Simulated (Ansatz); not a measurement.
**C3H7FN2: one species, many methods**

The task here is to estimate one member of a computed series from the others.

Computed with Ansatz 0.2.0, Gaussian basis. Level: functionals in def2-TZVPP, the program's frozen cores in correlated methods.

Plan: PBE-D4, r2SCAN-D4, PBE0-D4, B3LYP-D4, ωB97X-V, ωB97M-V, B2PLYP; CCSD(T)/def2-TZVPP; MP2/def2-QZVPP; extrapolation to the limit.

### The relaxed structure

All runs share one geometry, relaxed beforehand with PBE0-D4 in a triple-zeta def2 set.

13 atoms, charge 0, spin multiplicity 1.

Atoms are counted from 1 here; the program's logs count them from 0.

Bond lengths: N1–C2 1.262 Å, N1–H7 1.025 Å, C2–C3 1.513 Å, C2–C5 1.502 Å, C3–N4 1.448 Å, C3–H8 1.097 Å, C3–H9 1.096 Å, N4–H10 1.009 Å, N4–H11 1.011 Å, C5–F6 1.385 Å, C5–H12 1.091 Å, C5–H13 1.096 Å. Angles: C2–N1–H7 108.1°, N1–C2–C3 124.8°, N1–C2–C5 118.1°, C3–C2–C5 117.0°, C2–C3–N4 111.2°, C2–C3–H8 108.4°, C2–C3–H9 107.6°, N4–C3–H8 114.4°, N4–C3–H9 109.4°, H8–C3–H9 105.5°, C3–N4–H10 111.5°, C3–N4–H11 111.4°, H10–N4–H11 107.7°, C2–C5–F6 111.6°, C2–C5–H12 109.7°, C2–C5–H13 109.7°, F6–C5–H12 109.1°, F6–C5–H13 107.4° and more.

As a file:

```
N     1.1651    0.8165    0.9969
C     0.3550    0.5386    0.0706
C    -0.3617   -0.7849   -0.0822
N    -0.1094   -1.6512    1.0508
C     0.1210    1.5680   -0.9982
F    -1.1782    1.5199   -1.4752
H     1.2691   -0.0137    1.5896
H    -1.4230   -0.5836   -0.2715
H     0.0136   -1.2609   -0.9953
H    -0.1520   -2.6248    0.7886
H    -0.7865   -1.5016    1.7867
H     0.3183    2.5639   -0.5996
H     0.7893    1.3791   -1.8465
```

Set-up of the first run:

Contents of in.yaml:

```yaml
crystal:
  periodic: [false, false, false]
  atoms:
    - {symbol: N, position_ang: [1.165114, 0.816536, 0.996902]}
    - {symbol: C, position_ang: [0.354997, 0.538561, 0.070609]}
    - {symbol: C, position_ang: [-0.361745, -0.784924, -0.082158]}
    - {symbol: N, position_ang: [-0.109387, -1.651222, 1.050837]}
    - {symbol: C, position_ang: [0.121039, 1.568006, -0.998162]}
    - {symbol: F, position_ang: [-1.178226, 1.519858, -1.475152]}
    - {symbol: H, position_ang: [1.269147, -0.013730, 1.589560]}
    - {symbol: H, position_ang: [-1.423034, -0.583569, -0.271461]}
    - {symbol: H, position_ang: [0.013604, -1.260904, -0.995344]}
    - {symbol: H, position_ang: [-0.152004, -2.624802, 0.788613]}
    - {symbol: H, position_ang: [-0.786456, -1.501631, 1.786735]}
    - {symbol: H, position_ang: [0.318284, 2.563916, -0.599556]}
    - {symbol: H, position_ang: [0.789268, 1.379106, -1.846525]}
basis:
  gaussian: {orbitals: def2-TZVPP}
hamiltonian: {xc: pbe, dispersion: d4}
output: {forces: true, orbitals: {seedname: orbitals}}
```

Command:

```
ansatz run in.yaml --threads 4 --pin off --events-out ev --progress --plain --max-ram 10444MiB
```

Among the steps run: PBE-D4 (GGA); r2SCAN-D4 (meta-GGA); PBE0-D4 (hybrid); B3LYP-D4 (hybrid); ωB97X-V (range-separated); ωB97M-V (range-separated); B2PLYP (double hybrid); CCSD(T) in def2-TZVPP; MP2 in def2-QZVPP.

One table of the session follows, with a row left open; its other results are not shown here.

| method | atomisation energy (kJ/mol) |
| --- | --- |
| PBE-D4 | 5241.6 |
| r2SCAN-D4 | 5061.3 |
| PBE0-D4 | 5105.8 |
| B3LYP-D4 | 5087.3 |
| ωB97X-V | 5088.8 |
| ωB97M-V | 5093.3 |
| B2PLYP | 5023.5 |
| HF/def2-TZVPP | 3496.9 |
| MP2/def2-TZVPP | 5010.2 |
| CCSD/def2-TZVPP | 4827.7 |
| CCSD(T)/def2-TZVPP | ? |
| MP2/CBS | 5155.0 |
| CCSD(T)/CBS | 5061.3 |

Estimate the missing values for CCSD(T)/def2-TZVPP.

The run gave: atomisation energy (kJ/mol): 4916.4. In the column «atomisation energy (kJ/mol)» it lies between CCSD/def2-TZVPP (4827.7) and MP2/def2-TZVPP (5010.2).

To keep in mind: Free atoms (2 N, 3 C, 1 F, 7 H) were run apart at each level; the atomisation energy is their sum less the molecule, without zero-point or spin-orbit terms.
